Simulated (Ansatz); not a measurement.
Results of r²SCAN+SOC (Ansatz, a program for electronic structure, plane waves, PAW) for hcp Re.

From the output:

```
Crystal: 2 atoms, lattice volume = 29.440 Å³
Basis set: ecut = 560 eV, 881 PW (Γ), exchange–correlation on 72×72×108 points (27 copies of the dense FFT grid, shifted against one another)
Bands: 38, of which v1, the nominal top of the filled ones, is band 30 counted from 1 (29 counted from 0)
Symmetry: 24 space group operations + 24 with time reversal
k-points: 427 of 6912
Initial density: superposition of atomic densities (chi_scale 0.1, normalization cell)
Functional: x = r2scan, c = r2scan; τ floored in thin density (d = 2e-4 eV/Å³)
SCF 1 converged in 8 iterations: F = -21712.776887 eV  dr2 = 1.42e-11
SCF converged after 8 iterations
Free energy (F): -21712.776887 eV
Internal energy: -21712.765517 eV  (E = F + TS)
E sigma→0 (E₀):  -21712.771202 eV
Fermi energy:    23.821028 eV
--- Forces (eV/Å), atoms counted from 1 ---
  atom   1  Re    -0.00000000     0.00000000     0.00000000
  atom   2  Re     0.00000000    -0.00000000    -0.00000000
--- Stress (GPa, compression-positive) ---
        0.000145      -0.000000      -0.000000
       -0.000000       0.000145      -0.000000
       -0.000000      -0.000000      -0.002014
  P = ⅓ Tr σ = -0.0006 GPa (-0.006 kbar)
```

### Question
Write an input file that could have produced this run (the log leaves some choices open).

### Answer
Several could match; the one computed here: 
Ansatz 0.2 input:
```yaml
crystal:
  lattice:
    - [1.3803174398, -2.3907799363, 0.0]
    - [1.3803174398, 2.3907799363, 0.0]
    - [0.0, 0.0, 4.460492038]
  atoms:
    - { symbol: Re, position: [0.3333333333, 0.6666666667, 0.25] }
    - { symbol: Re, position: [0.6666666667, 0.3333333333, 0.75] }
basis:
  ecutwfc: 560
  ecutrho_ratio: 4
  xc_grid: 3
kpoints:
  mp_grid: { grid: [24, 24, 12] }
hamiltonian:
  xc: r2scan
  dispersion: none
  pseudopotentials: { kind: paw }
scf:
  occupations: { method: fermi_dirac, width: 0.05 }
  convergence: { dr2_threshold: 0.0000000002 }
output:
  forces: true
  stress: true
  eigenvalues: true
magnetization:
  noncollinear: true
  spin_orbit: true
```

The PAW data were made under PBE.

Cost on a shared machine: roughly 4 core-minutes.
